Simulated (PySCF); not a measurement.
CN⁻, MP2: how much the basis matters

PySCF, RHF reference; singlet, unpaired electrons none; De to C⁻ + N without counterpoise correction. Frozen cores follow the default of each basis and core potential.

| basis | relativity | functions | Re (Å) | ωe (cm⁻¹) | De (eV) | frozen orbitals |
| --- | --- | --- | --- | --- | --- | --- |
| def2-SVPD | no relativity | 40 | 1.194 | 2040 | n/a | 2 |
| aug-cc-pVDZ | no relativity | 46 | 1.208 | 1945 | 10.00 | 2 |
| def2-TZVPPD | no relativity | 74 | 1.189 | 1995 | n/a | 2 |

(1) How does each smaller set differ from the one with most functions, def2-TZVPPD?

Correlated steps freeze 2 core orbitals. Correlated levels converge slowly with the basis: in double zeta they bind strong bonds too weakly, by up to about 1 eV, and carry superposition errors of some tenths. For an ion De counts to the pair picked by the measured ionisation energies or electron affinities, which need not be the lowest pair at this level. Where the molecule has an RHF reference, its open-shell atoms are computed with UHF.

Results:

(1) def2-SVPD: +0.5 pm, +2.3 % in ωe; aug-cc-pVDZ: +1.9 pm, -2.5 % in ωe. All at MP2; the set with most functions is neither the basis-set limit nor always the best.
